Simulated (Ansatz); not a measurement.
Reaction (SMILES): CCl (CH3-Cl) + [H][H] (H2) → C (CH4) + Cl (HCl)
B3LYP-D3(BJ)/def2-TZVP geometries, fixed; electronic energies without zero-point terms.

Basis-set convergence of the energy of full hydrogenation at CCSD(T) with Ansatz (an electronic-structure program). Cartesian d functions, on some or all atoms, in 6-31G*, 6-31+G*, 6-311G**, 6-311+G**; all else is spherical. Cores are frozen. No added dispersion term, no relativity. Functions are those of the species that has most. Reference: Hartree-Fock in aug-cc-pV(Q+d)Z plus the correlation part extrapolated as X^-3 from aug-cc-pV(T+d)Z and aug-cc-pV(Q+d)Z, -22.20 kcal/mol, itself unsure by roughly 0.08 kcal/mol (a third of the extrapolation step and of the last Hartree-Fock step). Deviations are taken from unrounded values.

```csv
basis,functions,energy of full hydrogenation (kcal/mol)
6-31G*,40,-16.33
6-31+G*,48,-16.73
def2-SVP,47,-25.70
def2-SVPD,71,-25.70
pcseg-1,47,-24.54
aug-pcseg-1,77,-24.08
cc-pV(D+d)Z,52,-24.20
aug-cc-pV(D+d)Z,82,-24.29
6-311G**,63,-22.80
6-311+G**,71,-22.16
def2-TZVP,86,-21.46
def2-TZVPD,110,-21.36
pcseg-2,106,-22.84
aug-pcseg-2,165,-22.46
cc-pV(T+d)Z,111,-23.28
aug-cc-pV(T+d)Z,170,-22.67
def2-TZVPP,115,-23.15
def2-TZVPPD,139,-23.05
cc-pV(Q+d)Z,209,-22.75
aug-cc-pV(Q+d)Z,307,-22.37
def2-QZVPP,217,-22.68
def2-QZVPPD,241,-22.66
pcseg-3,223,-22.65
aug-pcseg-3,321,-22.45
```

What the diffuse functions change, pair by pair:
- 6-31G* to 6-31+G*: 8 more functions, deviation 5.87 to 5.48 kcal/mol
- def2-SVP to def2-SVPD: 24 more functions, deviation -3.49 to -3.50 kcal/mol
- pcseg-1 to aug-pcseg-1: 30 more functions, deviation -2.34 to -1.87 kcal/mol
- cc-pV(D+d)Z to aug-cc-pV(D+d)Z: 30 more functions, deviation -2.00 to -2.09 kcal/mol
- 6-311G** to 6-311+G**: 8 more functions, deviation -0.60 to 0.04 kcal/mol
- def2-TZVP to def2-TZVPD: 24 more functions, deviation 0.74 to 0.85 kcal/mol
- pcseg-2 to aug-pcseg-2: 59 more functions, deviation -0.64 to -0.26 kcal/mol
- cc-pV(T+d)Z to aug-cc-pV(T+d)Z: 59 more functions, deviation -1.08 to -0.47 kcal/mol
- def2-TZVPP to def2-TZVPPD: 24 more functions, deviation -0.95 to -0.85 kcal/mol
- cc-pV(Q+d)Z to aug-cc-pV(Q+d)Z: 98 more functions, deviation -0.55 to -0.17 kcal/mol
- def2-QZVPP to def2-QZVPPD: 24 more functions, deviation -0.48 to -0.46 kcal/mol
- pcseg-3 to aug-pcseg-3: 98 more functions, deviation -0.44 to -0.25 kcal/mol

Leaving out the reference's own pair, they bring the value nearer the reference by more than 0.08 kcal/mol in 7 of 11 pairs.
